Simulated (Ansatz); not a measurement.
Ansatz (an electronic-structure program) input (HF/3-21G): The .json file is the Basis Set Exchange's 3-21G.

Ansatz 0.2 input:
```yaml
crystal:
  periodic: [false, false, false]
  atoms:
    - {symbol: C, position_ang: [-0.00582701, 1.11068298, -0.40456038]}
    - {symbol: C, position_ang: [0.00621997, -1.05002371, -0.03049040]}
    - {symbol: C, position_ang: [-1.09227179, 0.05897405, 0.11162889]}
    - {symbol: C, position_ang: [1.09111271, 0.07179847, 0.11538917]}
    - {symbol: H, position_ang: [-0.01229245, 2.03425681, 0.19971230]}
    - {symbol: H, position_ang: [0.01030430, -1.45012479, -1.03748316]}
    - {symbol: H, position_ang: [0.00975492, -1.86390393, 0.69269947]}
    - {symbol: H, position_ang: [-1.38872470, 0.13273350, 1.16840235]}
    - {symbol: H, position_ang: [-2.00017351, -0.08703880, -0.47760218]}
    - {symbol: H, position_ang: [1.38303709, 0.14901384, 1.17317595]}
    - {symbol: H, position_ang: [2.00269109, -0.06352740, -0.47070834]}
basis:
  gaussian:
    orbitals: 3-21G.json
hamiltonian:
  xc: {name: HF}
total_charge: -1
phonons: {temperatures: {t_min: 298.15, t_max: 298.15, t_step: 100}}
```

Problem. Which harmonic wavenumbers does it give?

Solution. 250, 663, 702, 813, 907, 911, 966, 978, 1009, 1075, 1191, 1238, 1308, 1357, 1374, 1392, 1395, 1624, 1651, 1675, 2946, 2998, 3021, 3089, 3094, 3147, 3235 cm⁻¹ (unscaled; negative means imaginary).
